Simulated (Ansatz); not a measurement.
System (SMILES): O=[CH] (CH-O), doublet.
Atoms: C1, O2, H3. Bonds: C1-O2, C1-H3.

Basis-set convergence of the optimised C1-O2 bond length at PBE with Ansatz (an electronic-structure program). All functions are spherical. Open shells are unrestricted. No added dispersion term, no relativity. Reference: the value in aug-pcseg-3, 1.1811 Å, itself unsure by roughly 0.0001 Å (its mean distance from aug-cc-pVQZ, def2-QZVPPD, pcseg-3). Deviations are taken from unrounded values.

```json
[
 {"basis": "def2-SV(P)", "functions": "30", "optimised C1-O2 bond length (Å)": "1.1855", "minus reference (Å)": "0.0044"},
 {"basis": "6-311G**", "functions": "42", "optimised C1-O2 bond length (Å)": "1.1846", "minus reference (Å)": "0.0035"},
 {"basis": "aug-cc-pVDZ", "functions": "55", "optimised C1-O2 bond length (Å)": "1.1905", "minus reference (Å)": "0.0094"},
 {"basis": "6-311++G(2d,2p)", "functions": "64", "optimised C1-O2 bond length (Å)": "1.1832", "minus reference (Å)": "0.0021"},
 {"basis": "def2-TZVP", "functions": "68", "optimised C1-O2 bond length (Å)": "1.1823", "minus reference (Å)": "0.0012"},
 {"basis": "pcseg-2", "functions": "74", "optimised C1-O2 bond length (Å)": "1.1822", "minus reference (Å)": "0.0011"},
 {"basis": "aug-cc-pVTZ", "functions": "115", "optimised C1-O2 bond length (Å)": "1.1832", "minus reference (Å)": "0.0021"},
 {"basis": "aug-pcseg-2", "functions": "115", "optimised C1-O2 bond length (Å)": "1.1821", "minus reference (Å)": "0.0010"},
 {"basis": "cc-pVQZ", "functions": "140", "optimised C1-O2 bond length (Å)": "1.1813", "minus reference (Å)": "0.0002"}
]
```
